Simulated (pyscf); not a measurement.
Routes from H₂N–InH₂ (SMILES [NH2][InH2]) + H₂O (SMILES O)

Candidate steps break at most two bonds and form at most two. Each was searched with GFN2-xTB (tblite) first. Structures and frequencies: ωB97X-D3(BJ)/def2-SVP in PySCF. Energies: ωB97M-D3(BJ)/def2-TZVP, kcal/mol, from the separated reactants, singlet surface; ΔG‡ with ideal gas, 1 atm, RRHO with modes under 100 cm⁻¹ raised to 100, one conformer, R ln 2 for chiral ones without a mode under 150 cm⁻¹.

```
products                         type    ΔE‡    ΔE  ΔG‡ 298 K  ΔG‡ 900 K  ν‡ (cm⁻¹)
---------------  --------------------  -----  ----  ---------  ---------  ---------
NH₃ + HO–InH₂    four-centre exchange  -11.6  -5.4          –          –       970i
H₂N–InH–OH + H₂  four-centre exchange   17.6  -1.7       25.7       45.5      1230i
```

A dash marks a saddle under its separated products, where this table gives no free-energy barrier. Row 1: On the reactant side the descent ends in an adduct with a In–O contact, 16.2 kcal/mol under the separated species and 3.0 kcal/mol under the saddle at ωB97X-D3(BJ)/def2-TZVP. On the product side the descent ends in an adduct with a In–N contact, 22.5 kcal/mol under the separated species and 14.3 kcal/mol under the saddle at ωB97X-D3(BJ)/def2-TZVP. Row 2: On the reactant side the descent ends in an adduct with a In–O contact, 10.8 kcal/mol under the separated species and 26.3 kcal/mol under the saddle at ωB97X-D3(BJ)/def2-TZVP. 

Plain bond fissions and candidates not yet searched are not listed, and one of them may be faster. Each barrier is that of the saddle found; lower ones may exist. Elements past Kr carry the def2 core potentials, without spin-orbit coupling.
